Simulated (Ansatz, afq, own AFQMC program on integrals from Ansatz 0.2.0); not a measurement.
# BNH2, singlet in cc-pVDZ, levels against CCSDT(Q)

```yaml
atoms:
  - { symbol: B, position_ang: [0.0000, 0.0000, 0.8588] }
  - { symbol: N, position_ang: [0.0000, 0.0000, -0.5086] }
  - { symbol: H, position_ang: [0.0000, -0.8409, -1.0720] }
  - { symbol: H, position_ang: [0.0000, 0.8409, -1.0720] }
```

Connectivity, by distances: B–NH2.

Basis cc-pVDZ. Only valence electrons are correlated. AFQMC by an in-house program on the Cholesky factors that Ansatz 0.2.0 writes for its CCSD(T) run. The CISD trial takes its coefficients from CCSD amplitudes. Released means that phaseless walkers are propagated on without the constraint, phases kept. Error bars are statistical, one sigma.

Determinant: RHF, the one that the program's search chose, which needn't be the lowest solution. The geometry is a PBE0/def2-TZVP stationary point of this or a neighbouring charge and spin state.

No full CI on the walks' own integrals is used here; CCSDT(Q) serves as the reference and is uncertain by about the last step of the cluster series.

Cautions: restricted determinant unstable towards unrestricted (UHF 52 meV lower, ⟨S²⟩ 0.27).

```
T1 diagnostic                               : 0.0147
weight of the determinant in the CISD state : 0.883
size of the correlated space                : 10 electrons in 36 orbitals
```

Reference: CCSDT(Q), correlation energy -7.285 eV. The released energy is read at 2.40 1/Eh (meV from the phaseless value at times in 1/Eh: 12 ± 11 at 0.24, 18 ± 12 at 0.51, 32 ± 10 at 0.99, 9 ± 14 at 1.62, 5 ± 15 at 2.40).

```csv
level,E − E(reference) (kJ/mol),share of correlation (%)
HF,702.9,0.00
MP2,94.3,86.58
CCSD,22.7,96.77
CCSD(T),3.3,99.52
CCSDT,1.6,99.77
ph-AFQMC/CISD,-0.5 ± 1.1,100.07
released AFQMC,0.0 ± 1.5,100.01
```

A walk keeps the symmetry of its determinant, which the program's search chose and which needn't be the lowest solution, so a lower state of the same spin and another symmetry isn't excluded. Released energies are given only where the last usable release times agree within the noise; a slower fall can still hide under it.
